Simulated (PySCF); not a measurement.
H₃N, SMILES N. The structure is a stationary point at PBE-D3(BJ)/def2-TZVPD.

Computed equilibrium geometry at PBE-D3(BJ)/def2-TZVPD (PySCF confirms it by a frequency run) as a Z-matrix, and its point group:
point group C3v.
```
N
H 1 1.0230
H 1 1.0230 2 106.18
H 1 1.0230 2 106.18 3 112.71
```
Charge 0, spin multiplicity 1.
